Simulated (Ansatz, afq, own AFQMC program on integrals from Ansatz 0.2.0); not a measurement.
**Where AFQMC and coupled cluster stand for CHSi⁺, quintet**

| atom | x (Å) | y (Å) | z (Å) |
| --- | --- | --- | --- |
| Si | 0.0000 | -0.0832 | 0.5272 |
| C | 0.0000 | 0.0762 | -1.3058 |
| H | 0.0000 | 1.4109 | 0.8685 |

Connectivity, by distances: SiH–C.

Basis cc-pVDZ. Noble-gas cores (and the filled d shells of Ga–Kr and In–Xe) are frozen. Integrals, coupled cluster, full CI and functionals: Ansatz 0.2.0; the random walks run on the same integrals in our own AFQMC program. ph-AFQMC/CISD is guided by a CISD state made of CCSD amplitudes; releasing the constraint for a short imaginary time cuts its bias at the price of noise, slowly where states lie close. Error bars are statistical, one sigma.

Determinant: UHF, the one that the program's search chose, which needn't be the lowest solution. The geometry is a PBE0/def2-TZVP stationary point of this or a neighbouring charge and spin state.

No full CI on the walks' own integrals is used here; CCSDTQ serves as the reference and is uncertain by about the last step of the cluster series.

Cautions: another spin lies lower (by 1.39 eV); the released energies are still falling, so no released level is given (meV from the phaseless value at times in 1/Eh: -3.9 ± 2.3 at 0.24, -7.6 ± 2.0 at 0.51, -10.0 ± 1.6 at 0.99, -18 ± 5 at 1.62, -176 ± 159 at 2.40), though the last usable value meets CCSDTQ within the noise.

* T1 diagnostic: 0.0371
* weight of the determinant in the CISD state: 0.894
* ⟨S²⟩ of the determinant: 6.015
* size of the correlated space: 8 electrons in 31 orbitals

| level | correlation energy (eV) |
| --- | --- |
| MP2 | -2.9262 |
| CCSD | -3.7814 |
| CCSD(T) | -3.9001 |

Estimate where phaseless AFQMC with a CISD trial lies against CCSD(T) on the same integrals.

0.65 ± 0.05 kcal/mol below CCSD(T).

Reference: CCSDTQ, correlation energy -3.946 eV.

```json
{"level": "CCSD(T)", "E − E(reference) (kcal/mol)": "1.05", "share of correlation (%)": "98.84"}
{"level": "CCSDT", "E − E(reference) (kcal/mol)": "0.17", "share of correlation (%)": "99.81"}
{"level": "CCSDT(Q)", "E − E(reference) (kcal/mol)": "0.02", "share of correlation (%)": "99.98"}
{"level": "ph-AFQMC/CISD", "E − E(reference) (kcal/mol)": "0.40 ± 0.05", "share of correlation (%)": "99.56"}
```

CCSDT and higher add their correlation energy to the determinant of the CCSD(T) run, since their own runs factorise the integrals more tightly (a shift of under 2 meV). A walk keeps the symmetry of its determinant, which the program's search chose and which needn't be the lowest solution, so a lower state of the same spin and another symmetry isn't excluded.
